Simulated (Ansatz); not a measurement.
Input file:

```yaml
crystal:
  periodic: [false, false, false]
  atoms:
    - {symbol: Al, position_ang: [0.000000, 0.000000, 0.000000]}
    - {symbol: P, position_ang: [0.000000, 0.000000, 3.568000]}
basis:
  gaussian: {orbitals: "6-31++G**"}
magnetization: {spin_polarized: false, initial_magnetization: 2}
correlation: {active_space: {window: {electrons: 2, orbitals: 3}, states: [{multiplicity: 3, weights: [0.5, 0.5, 1]}], root: 0}}
```

```sh
$ ansatz run in.yaml --threads 1 --pin off --events-out ev --progress --plain --max-ram 2393MiB
```

The program prints:

```
666 factors; integrals over basis functions are off by at most 2.4e-7 eV
mean field evaluation 1: about -15850.3427 eV, gradient 9.3e0 eV
mean field evaluation 2: about -15850.3471 eV, gradient 9.3e0 eV
mean field evaluation 4: about -15850.8658 eV, gradient 5.5e0 eV
mean field evaluation 8: about -15851.2659 eV, gradient 1.2e0 eV
mean field evaluation 16: about -15851.3016 eV, gradient 8.1e-7 eV
mean field evaluation 32: about -15849.2847 eV, gradient 3.0e0 eV
mean field evaluation 64: about -15850.9283 eV, gradient 3.4e0 eV
mean field evaluation 96: about -15851.2873 eV, gradient 1.1e0 eV
mean field evaluation 128: about -15849.3793 eV, gradient 1.6e-6 eV
mean field -15851.30159270 eV, -582.5245891336 hartree, gradient 1.8e-6 eV, S^2 2.000000; 11 other end points of the search recorded, 0 dependent functions left out
reference -15851.30159270 eV, -582.5245891336 hartree; 15, 13 occupied and 31, 33 virtual orbitals, 666 factors
state -15850.16752375 eV, -582.4829128684 hartree
state -15849.18612276 eV, -582.4468470472 hartree
state -15849.09299969 eV, -582.4434248374 hartree
Total energy: -15850.16752375 eV, -582.4829128684 hartree
```

Before any correction even the lowest state lies above the reference determinant, by 1.13 eV, so the averaged orbitals or the space serve it badly.

Ran on 1 thread of Arm Neoverse V1, shared host: 2.5 s wall, 0.18 GiB peak host memory.
